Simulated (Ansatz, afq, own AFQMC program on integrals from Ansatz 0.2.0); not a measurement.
**AlSi, quartet: AFQMC among the cluster methods**

```json
{"atom": "Si", "x (Å)": "0.0000", "y (Å)": "0.0000", "z (Å)": "0.0000"}
{"atom": "Al", "x (Å)": "0.0000", "y (Å)": "0.0000", "z (Å)": "1.9080"}
```

Basis cc-pVDZ. Noble-gas cores (and the filled d shells of Ga–Kr and In–Xe) are frozen. Ansatz 0.2.0 and our own AFQMC program on the same integrals; the CISD trial comes from CCSD amplitudes, and released means the phaseless constraint is let go. Error bars are statistical, one sigma.

Determinant: UHF, the one that the program's search chose, which needn't be the lowest solution. The geometry is a point of a scan.

Full CI on the same integrals is exact in this basis and with this determinant's frozen core.

Cautions: lower spins were not checked; the released energies are still falling, so no released level is given (meV from the phaseless value at times in 1/Eh: -4.7 ± 2.0 at 0.24, -7.7 ± 2.0 at 0.51, -8.7 ± 1.7 at 0.99, -11.3 ± 1.4 at 1.62, -14.3 ± 1.8 at 2.40).

```
T1 diagnostic                               : 0.0321
weight of the determinant in the CISD state : 0.868
⟨S²⟩ of the determinant                     : 3.759
size of the correlated space                : 7 electrons in 26 orbitals
```

| level | correlation energy (eV) |
| --- | --- |
| MP2 | -2.7249 |
| CCSD | -3.4721 |
| CCSD(T) | -3.6319 |

Question: Estimate where full CI lies against CCSD(T) on the same integrals.

Answer: 1.83 mEh below CCSD(T).

Reference: full CI, correlation energy -3.682 eV.

```csv
level,E − E(reference) (mEh),share of correlation (%)
CCSD(T),1.83,98.65
CCSDT,0.48,99.64
CCSDT(Q),0.06,99.96
CCSDTQ,0.02,99.98
ph-AFQMC/CISD,0.77 ± 0.14,99.43
```

CCSDT and higher add their correlation energy to the determinant of the CCSD(T) run, since their own runs factorise the integrals more tightly (a shift of under 2 meV). A walk keeps the symmetry of its determinant, which the program's search chose and which needn't be the lowest solution, so a lower state of the same spin and another symmetry isn't excluded.
